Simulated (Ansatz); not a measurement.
Geometry optimisation, RKS PBE0-D4/def2-SVP in Ansatz.

Input file:

```yaml
crystal:
  periodic: [false, false, false]
  atoms:
    - { symbol: Al, position_ang: [0.0346, -0.541435, -0.482127] }
    - { symbol: C, position_ang: [-0.058023, -0.212499, 2.665777] }
    - { symbol: H, position_ang: [-1.000348, -0.221262, 3.226735] }
    - { symbol: H, position_ang: [0.795192, -0.258214, 3.35589] }
    - { symbol: H, position_ang: [0.006563, 0.725649, 2.091238] }
    - { symbol: H, position_ang: [1.443337, 0.164432, -0.602655] }
    - { symbol: H, position_ang: [-1.36911, 0.156219, -0.717716] }
    - { symbol: S, position_ang: [0.06293, -2.736013, -0.029399] }
    - { symbol: H, position_ang: [-1.283226, -2.862806, -0.068243] }
    - { symbol: H, position_ang: [-0.025014, -1.10227, 2.004899] }
basis:
  gaussian: { orbitals: def2-SVP }
hamiltonian:
  xc: pbe0
  dispersion: d4
relax:
  f_tol: 0.03
  max_steps: 50
```

Launched with:

```bash
$ ansatz run input.yaml --threads 2 --pin off --max-ram 3072MiB --backend cpu --events-out ev --progress --plain --runs-dir out
```

Question: Where does it end, and by what steps?

Answer: It converged. After 8 steps the energy has fallen by 0.085 eV; H7 moved furthest, 0.37 Å.

| step | energy less start (eV) | largest force component (eV/Å) | accepted |
| --- | --- | --- | --- |
| 0 | 0.0000 | 0.540 | yes |
| 1 | -0.0505 | 0.275 | yes |
| 2 | -0.0709 | 0.244 | yes |
| 3 | -0.0771 | 0.209 | yes |
| 4 | -0.0790 | 0.238 | yes |
| 5 | -0.0780 | 0.190 | no |
| 6 | -0.0841 | 0.047 | yes |
| 7 | -0.0849 | 0.056 | yes |
| 8 | -0.0852 | 0.013 | yes |

```xyz
10
Properties=species:S:1:pos:R:3
Al 0.008 -0.620 -0.280
C -0.039 -0.139 2.618
H -1.006 -0.050 3.130
H 0.787 -0.103 3.341
H 0.073 0.705 1.921
H 1.412 0.104 -0.374
H -1.398 0.109 -0.355
S 0.058 -2.817 -0.351
H -1.286 -2.959 -0.316
H -0.002 -1.119 2.110
```

Whether the end is a true minimum wasn't checked by a vibrational analysis.

Run time: 17 s on 2 threads of Arm Neoverse V1, on a shared host, peak memory 0.16 GiB.
